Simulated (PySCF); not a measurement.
Fluorophosphane, FH₂P.
Atom-mapped SMILES: `[F:1][PH2:2]` (hydrogens: H3, H4 on P2)

The same species was optimised twice, with GFN2-xTB and with PBE0-D3(BJ)/def2-SVP (PySCF), and the same property calculations (PySCF, gas phase) were run on both structures.

| coordinate | GFN2-xTB | PBE0-D3(BJ)/def2-SVP | change |
| --- | --- | --- | --- |
| P2–H3 (Å) | 1.406 | 1.435 | +0.029 |
| P2–H4 (Å) | 1.406 | 1.435 | +0.029 |
| F1–P2 (Å) | 1.632 | 1.626 | -0.006 |
| F1–P2–H4 (°) | 93.5 | 98.1 | +4.6 |
| F1–P2–H3 (°) | 93.5 | 98.1 | +4.6 |
| H3–P2–H4 (°) | 91.6 | 91.3 | -0.3 |

Rotational constants: A = 131779, B = 14788, C = 14678 MHz (GFN2-xTB) against A = 129059, B = 14739, C = 14598 MHz (PBE0-D3(BJ)/def2-SVP). Point groups within 0.08 Å: Cs and Cs.

On the GFN2-xTB structure: HOMO (eV) -7.97 [PBE0/pcSseg-1]; LUMO (eV) -0.66 [PBE0/pcSseg-1]; dipole (D) 1.80 [PBE0/pcSseg-1]; GIAO shielding of F1 (ppm) 531.9 [PBE0/pcSseg-1]; GIAO shielding of P2 (ppm) 222.9 [PBE0/pcSseg-1].

Problem. What do these properties become on the PBE0-D3(BJ)/def2-SVP structure?

Solution. 
```
                                    property          level  on GFN2-xTB  on PBE0-D3(BJ)/def2-SVP  change
                                   HOMO (eV)  PBE0/pcSseg-1        -7.97                    -7.86   +0.11
                                   LUMO (eV)  PBE0/pcSseg-1        -0.66                    -0.50   +0.16
                                  dipole (D)  PBE0/pcSseg-1         1.80                     1.71   -0.09
energy, GFN2-xTB geometry as zero (kcal/mol)  PBE0/pcSseg-1          0.0                     -1.0    -1.0
                  GIAO shielding of F1 (ppm)  PBE0/pcSseg-1        531.9                    514.7   -17.2
                  GIAO shielding of P2 (ppm)  PBE0/pcSseg-1        222.9                    216.0    -6.9
```

The heavy atoms differ by 0.003 Å rms after alignment. Among all bonds P2–H3 and P2–H4 change most and about equally (+0.029 Å). Changes are differences of the printed values. Neither structure is proved a minimum here.
